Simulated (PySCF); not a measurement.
Compound: CH4ClSi (charge -1).
SMILES with atom numbers: `[CH3:1][SiH-:2][Cl:3]` (hydrogens: H4, H5, H6 on C1; H7 on Si2)

The same species was optimised twice, with GFN2-xTB and with PBE0-D3(BJ)/def2-SVP (PySCF), and the same property calculations (PySCF, gas phase) were run on both structures.

```
    coordinate  GFN2-xTB  PBE0-D3(BJ)/def2-SVP  change
    Si2–H7 (Å)     1.499                 1.556  +0.057
    C1–Si2 (Å)     1.919                 1.960  +0.041
   Si2–Cl3 (Å)     2.294                 2.257  -0.037
     C1–H4 (Å)     1.091                 1.105  +0.014
     C1–H6 (Å)     1.095                 1.107  +0.012
     C1–H5 (Å)     1.094                 1.104  +0.010
 C1–Si2–H7 (°)      99.2                  94.3    -4.9
C1–Si2–Cl3 (°)      98.6                  96.1    -2.5
Cl3–Si2–H7 (°)      93.5                  95.1    +1.6
 Si2–C1–H5 (°)     114.5                 113.6    -0.9
 Si2–C1–H4 (°)     111.3                 110.7    -0.6
  H4–C1–H5 (°)     107.2                 107.7    +0.5
  H5–C1–H6 (°)     107.7                 108.2    +0.5
 Si2–C1–H6 (°)     109.0                 109.3    +0.3
```

Rotational constants: A = 14232, B = 3751, C = 3101 MHz (GFN2-xTB) against A = 13424, B = 3916, C = 3180 MHz (PBE0-D3(BJ)/def2-SVP).

On the GFN2-xTB structure: HOMO (eV) 0.03 [PBE0/pcSseg-1]; LUMO (eV) 5.28 [PBE0/pcSseg-1]; GIAO shielding of C1 (ppm) 174.8 [PBE0/pcSseg-1]; GIAO shielding of Si2 (ppm) 268.5 [PBE0/pcSseg-1]; GIAO shielding of Cl3 (ppm) 1049.8 [PBE0/pcSseg-1].

Problem. What do these properties become on the PBE0-D3(BJ)/def2-SVP structure?

Solution. 
```json
{"property": "HOMO (eV)", "level": "PBE0/pcSseg-1", "on GFN2-xTB": "0.03", "on PBE0-D3(BJ)/def2-SVP": "-0.14", "change": "-0.17"}
{"property": "LUMO (eV)", "level": "PBE0/pcSseg-1", "on GFN2-xTB": "5.28", "on PBE0-D3(BJ)/def2-SVP": "5.31", "change": "+0.03"}
{"property": "energy, GFN2-xTB geometry as zero (kcal/mol)", "level": "PBE0/pcSseg-1", "on GFN2-xTB": "0.0", "on PBE0-D3(BJ)/def2-SVP": "-1.0", "change": "-1.0"}
{"property": "GIAO shielding of C1 (ppm)", "level": "PBE0/pcSseg-1", "on GFN2-xTB": "174.8", "on PBE0-D3(BJ)/def2-SVP": "170.3", "change": "-4.5"}
{"property": "GIAO shielding of Si2 (ppm)", "level": "PBE0/pcSseg-1", "on GFN2-xTB": "268.5", "on PBE0-D3(BJ)/def2-SVP": "291.5", "change": "+23.0"}
{"property": "GIAO shielding of Cl3 (ppm)", "level": "PBE0/pcSseg-1", "on GFN2-xTB": "1049.8", "on PBE0-D3(BJ)/def2-SVP": "1035.4", "change": "-14.4"}
```

The heavy atoms differ by 0.037 Å rms after alignment. Among all bonds Si2–H7 changes most (+0.057 Å). Changes are differences of the printed values. Neither structure is proved a minimum here. Isolated species at its PBE0-D3(BJ)/def2-SVP geometry, gas phase. The geometry's basis has no diffuse functions, a weakness for an anion.
